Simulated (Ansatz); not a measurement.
# H₂O+ (doublet): geometry and frequencies at several levels

One table from this session's results is given with a row withheld; the runs are named, their logs left out.

Program: Ansatz 0.2.0. Level of theory: the levels named in each step. These are calculated values, not measurements.

### The system as given

Bond lengths: O1–H2 1.001 Å, O1–H3 1.001 Å. Angles: H2–O1–H3 109.6°.

Structure file:

```xyz
3

O     0.0031    0.1089   -0.0009
H    -0.8312   -0.4449   -0.0017
H     0.8044   -0.4916    0.0092
```

Set-up of the first run:

Input file input.yaml:

```yaml
crystal:
  periodic: [false, false, false]
  atoms:
    - { symbol: O, position_ang: [0.00312184, 0.10887437, -0.00086439] }
    - { symbol: H, position_ang: [-0.83118968, -0.44487948, -0.00174539] }
    - { symbol: H, position_ang: [0.80436784, -0.49164488, 0.00921978] }
magnetization:
  spin_polarized: true
  initial_magnetization: 1
total_charge: 1
basis:
  gaussian: { orbitals: def2-TZVPP }
hamiltonian:
  xc: pbe0
  dispersion: d4
phonons: {}
```

On the command line:

```sh
> ansatz run input.yaml --threads 1 --pin off --max-ram 2560MiB --backend cpu --events-out ev --progress --plain --runs-dir out
```

Among the steps run: Frequencies, PBE0-D4/def2-TZVPP; Relaxation, PBE-D4/def2-TZVPP; Frequencies, PBE-D4/def2-TZVPP; Relaxation, r2SCAN-D4/def2-TZVPP; Frequencies, r2SCAN-D4/def2-TZVPP; Relaxation, B3LYP-D4/def2-TZVPP; Frequencies, B3LYP-D4/def2-TZVPP; Relaxation, B2PLYP/def2-TZVPP; Frequencies, B2PLYP/def2-TZVPP.

One table of the session follows, with a row left open; its other results are not shown here.

```
               level  O1–H2 (Å)  O1–H3 (Å)  highest frequency (cm⁻¹)
   PBE-D4/def2-TZVPP     1.0145     1.0145                      3285
r2SCAN-D4/def2-TZVPP          ?          ?                         ?
 B3LYP-D4/def2-TZVPP     1.0052     1.0052                      3376
   B2PLYP/def2-TZVPP     1.0009     1.0009                      3427
```

Q: Estimate the row for r2SCAN-D4/def2-TZVPP from the others.

The run gave: O1–H2 (Å): 1.0032; O1–H3 (Å): 1.0032; highest frequency (cm⁻¹): 3396. In the column «O1–H2 (Å)» it lies between B2PLYP/def2-TZVPP (1.0009) and B3LYP-D4/def2-TZVPP (1.0052).
